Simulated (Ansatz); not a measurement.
Anatase TiO₂ (metastable phase), treated with r²SCAN-D4 in Ansatz (plane waves, PAW).

Run with plane-wave cutoff 560 eV, 12×12×12 k mesh, Fermi–Dirac smearing 0.01 eV, no spin polarisation, scalar-relativistic PAW data made under PBE.

The cell is scaled about its equilibrium volume:

Shape and atoms are relaxed at each volume.

```
V (Å³/atom)  P (GPa)  direct gap at Γ (eV)  smallest gap on the k mesh (eV)  c (Å)
-----------  -------  --------------------  -------------------------------  -----
10.869          8.16                 3.096                            2.496  9.280
11.096          3.95                 3.062                            2.522  9.421
11.322          0.00                 3.022                            2.538  9.553
11.549         -3.69                 2.978                            2.545  9.675
11.775         -7.10                 2.930                            2.543  9.788
```

The fundamental gap (2.54 eV at the equilibrium volume, with added k points) lies elsewhere than Γ–Γ.

Note: the bulk modulus comes from volumes at which shape and atoms were relaxed.

Ansatz is a first-principles code.
